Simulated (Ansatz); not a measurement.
Input file:

```yaml
crystal:
  periodic: [false, false, false]
  atoms:
    - {symbol: P, position_ang: [0.000000, 0.034750, 0.486787]}
    - {symbol: Li, position_ang: [0.000000, 0.006321, -2.579617]}
    - {symbol: H, position_ang: [0.000000, 0.511731, 1.834713]}
    - {symbol: H, position_ang: [0.000000, -1.623122, 0.970511]}
basis:
  gaussian: {orbitals: "6-31++G**"}
magnetization: {spin_polarized: false, initial_magnetization: 2}
hamiltonian: {xc: {name: PBE0}, pseudopotentials: {relativity: none}}
correlation: {method: ccsd, electrons: valence}
output: {forces: true}
```

```sh
$ ansatz run in.yaml --threads 1 --pin off --events-out ev --progress --plain --max-ram 2393MiB
```

Task: Roughly how long does this take on 1 thread of Intel Xeon, shared host, and how much host memory?

Result: 7 s wall and 0.2 GiB.

```
494 factors; integrals over basis functions are off by at most 8.4e-4 eV
mean field evaluation 1: about -9517.6123 eV, gradient 8.4e0 eV
mean field evaluation 2: about -9517.6497 eV, gradient 8.3e0 eV
mean field evaluation 4: about -9518.4488 eV, gradient 1.4e0 eV
mean field evaluation 8: about -9518.4679 eV, gradient 1.4e-1 eV
mean field evaluation 16: about -9518.4681 eV, gradient 1.7e-4 eV
mean field evaluation 32: about -9518.4681 eV, gradient 6.1e-6 eV
mean field -9518.46811695 eV, -349.7972514485 hartree, gradient 6.1e-6 eV, S^2 2.000000; 2 other end points of the search recorded, 0 dependent functions left out
5 core orbitals not correlated: weight in the atoms' cores, before any rotation towards them, 1.000 or more for the frozen orbitals, at most 0.000 for the correlated occupied ones
reference -9503.39858597 eV, -349.2434563996 hartree; 6, 4 occupied and 43, 45 virtual orbitals, 494 factors
second order -3.06301824 eV of doubles, -0.18476742 eV of singles
cycle   1  -3.67383894 eV  change   -4.3e-1 eV  update   5.6e-2
cycle   2  -3.85686391 eV  change   -1.8e-1 eV  update   2.3e-2
cycle   3  -3.87605985 eV  change   -1.9e-2 eV  update   7.3e-3
cycle   4  -3.87793015 eV  change   -1.9e-3 eV  update   3.5e-3
cycle   5  -3.87778514 eV  change    1.5e-4 eV  update   1.5e-3
cycle   6  -3.87794799 eV  change   -1.6e-4 eV  update   5.4e-4
cycle   7  -3.87806174 eV  change   -1.1e-4 eV  update   2.3e-4
cycle   8  -3.87808918 eV  change   -2.7e-5 eV  update   1.0e-4
cycle   9  -3.87808366 eV  change    5.5e-6 eV  update   4.3e-5
cycle  10  -3.87808803 eV  change   -4.4e-6 eV  update   1.9e-5
cycle  11  -3.87809010 eV  change   -2.1e-6 eV  update   7.8e-6
cycle  12  -3.87808905 eV  change    1.1e-6 eV  update   3.3e-6
cycle  13  -3.87808809 eV  change    9.5e-7 eV  update   1.6e-6
cycle  14  -3.87808745 eV  change    6.4e-7 eV  update   7.4e-7
cycle  15  -3.87808733 eV  change    1.2e-7 eV  update   3.6e-7
the calculation of the forces begins
Total energy: -9507.27667330 eV, -349.3859734804 hartree
Atom 0 at     0.000000     0.034750     0.486787 Å, force     0.000000    -3.029549     1.123069 eV/Å
Atom 1 at     0.000000     0.006321    -2.579617 Å, force     0.000000     0.023960    -0.020727 eV/Å
Atom 2 at     0.000000     0.511731     1.834713 Å, force     0.000000    -0.070805    -0.238386 eV/Å
Atom 3 at     0.000000    -1.623122     0.970511 Å, force     0.000000     3.076394    -0.863957 eV/Å
Dipole moment:    -0.000000     0.105119     0.596290 e Å
```

Forces (eV/Å):
```
P    0.000 -3.030  1.123
Li   0.000  0.024 -0.021
H    0.000 -0.071 -0.238
H    0.000  3.076 -0.864
```
